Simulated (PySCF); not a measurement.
Reaction (SMILES): N#N (N2) + 3 [H][H] (H2) → 2 N (NH3)
B3LYP-D3(BJ)/def2-TZVP geometries, fixed; electronic energies without zero-point terms.

Effect of the atomic grid (radial, angular points) at PBE0/def2-TZVP with PySCF, against the last row, where the energy of full hydrogenation is -47.20 kcal/mol.

```tsv
setting	grid points, largest species	largest shift of a total energy (mEh)	shift of the energy of full hydrogenation (kcal/mol)
atom_grid: 30, 110, unpruned	13200	0.071	0.035
atom_grid: 50, 194, unpruned	38800	0.004	0.004
atom_grid: 75, 302, unpruned	90600	0.000	0.000
atom_grid: 99, 590, unpruned	233640	0.000	0.000
atom_grid: 150, 974, unpruned	584400	0.000	0.000
```

Within 0.02 kcal/mol in the energy of full hydrogenation: atom_grid: 50, 194, unpruned; atom_grid: 75, 302, unpruned; atom_grid: 99, 590, unpruned. The largest shift is 0.071 mEh in a total energy and 0.035 kcal/mol in the difference.
